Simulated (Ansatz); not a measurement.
Reaction (SMILES): CCOC=O -> [CH3] (CH3) + [CH2]OC=O (the C-C bond breaks)

Wanted: bond dissociation energy (electronic), in kcal/mol. Terms: frozen cores in correlated levels; spin-orbit terms left out; no dispersion term unless named; UHF or UKS for open shells; non-relativistic. CBS marks a two-point X^-3 extrapolation of the correlation energy; Hartree-Fock from the larger set. The bracket is a focal-point correction in the basis named. First-principles rows: single points at B3LYP-D3(BJ) geometries (Ansatz, a first-principles code). A UHF reference is markedly spin-contaminated in at least one set, which strains HF and MP2.

```tsv
species	coefficient	E at HF/STO-3G (Ansatz), Eh	E at PBE0/def2-TZVPD (Ansatz), Eh
CCOC=O	-1	-263.37850	-268.18802
[CH3] (CH3)	+1	-39.07671	-39.79919
[CH2]OC=O	+1	-224.15984	-228.24033
```

Coupled cluster (Ansatz) is a level with limits of its own, used here on species with T1 under 0.025 (0.045 for open shells) and stable references: RI-MP2/CBS(cc-pVTZ,cc-pVQZ)+[CCSD(T)-MP2]/cc-pVTZ. Value to compare with, RI-MP2/CBS(cc-pVTZ,cc-pVQZ)+[CCSD(T)-MP2]/cc-pVTZ (Ansatz): 98.0 kcal/mol. 1 Eh = 627.5095 kcal/mol.

### Question
Work the quantity out at each level, and compare with RI-MP2/CBS(cc-pVTZ,cc-pVQZ)+[CCSD(T)-MP2]/cc-pVTZ (Ansatz).

### Answer

- HF/STO-3G: the sum of coefficient times E is 0.14195 Eh, or 89.07 kcal/mol. Result: 89.1 kcal/mol. Its difference against RI-MP2/CBS(cc-pVTZ,cc-pVQZ)+[CCSD(T)-MP2]/cc-pVTZ (Ansatz) is -8.9 kcal/mol.
- PBE0/def2-TZVPD: the sum of coefficient times E is 0.14850 Eh, or 93.19 kcal/mol. Result: 93.2 kcal/mol. Its difference against RI-MP2/CBS(cc-pVTZ,cc-pVQZ)+[CCSD(T)-MP2]/cc-pVTZ (Ansatz) is -4.8 kcal/mol.
